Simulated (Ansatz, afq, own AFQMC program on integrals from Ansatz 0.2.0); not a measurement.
**VNH3⁺, quintet in def2-SVP, levels against CCSDT(Q)**

```yaml
atoms:
  - { symbol: V, position_ang: [-0.5543, 0.0053, 0.0037] }
  - { symbol: N, position_ang: [1.5874, -0.0151, -0.0106] }
  - { symbol: H, position_ang: [1.9755, -0.9576, -0.0082] }
  - { symbol: H, position_ang: [1.9943, 0.4547, 0.7972] }
  - { symbol: H, position_ang: [1.9834, 0.4461, -0.8286] }
```

Connectivity, by distances: V–NH3.

Basis def2-SVP. Noble-gas cores (and the filled d shells of Ga–Kr and In–Xe) are frozen. Integrals, coupled cluster, full CI and functionals: Ansatz 0.2.0; the random walks run on the same integrals in our own AFQMC program. The CISD trial takes its coefficients from CCSD amplitudes. Released means that phaseless walkers are propagated on without the constraint, phases kept. Uncertainties: one standard error, sampling alone. The metal's outer-core s and p shells are frozen, which shifts wave-function levels against functionals.

Determinant: UHF, the one that the program's search chose, which needn't be the lowest solution. The geometry is a PBE0/def2-TZVP stationary point of this or a neighbouring charge and spin state.

No full CI on the walks' own integrals is used here; CCSDT(Q) serves as the reference and is uncertain by about the last step of the cluster series.

Cautions: no relativity below Rb; outer-core shells of the metal frozen; higher spins were not checked; strong correlation (T1 0.051, weight of the determinant 0.87, largest double 0.04); the released energies have errors that jump between times, so the bars are unsure, so no released level is given (meV from the phaseless value at times in 1/Eh: -39 ± 43 at 0.60, 1 ± 3 at 1.20, -8 ± 4 at 2.00, -5 ± 8 at 3.00, -23 ± 13 at 4.20), though the last usable value meets CCSDT(Q) within the noise.

The T1 diagnostic is 0.0512, the weight of the determinant in the CISD state is 0.868 and the ⟨S²⟩ of the determinant is 6.003. The size of the correlated space is 12 electrons in 50 orbitals.

| level | correlation energy (eV) |
| --- | --- |
| MP2 | -5.8012 |
| CCSD | -6.4557 |
| CCSD(T) | -6.5917 |

Problem. Estimate where phaseless AFQMC with the Hartree–Fock trial lies against CCSD(T) on the same integrals.

Solution. 18.2 ± 27.5 meV above CCSD(T). The gap is under twice the noise, so this walk alone can't tell the two apart.

Reference: CCSDT(Q), correlation energy -6.616 eV.

```
        level  E − E(reference) (meV)  share of correlation (%)
      CCSD(T)                    24.5                     99.63
        CCSDT                    10.4                     99.84
  ph-AFQMC/HF             42.8 ± 27.5                     99.35
ph-AFQMC/CISD               4.1 ± 3.5                     99.94
```

A walk keeps the symmetry of its determinant, which the program's search chose and which needn't be the lowest solution, so a lower state of the same spin and another symmetry isn't excluded.
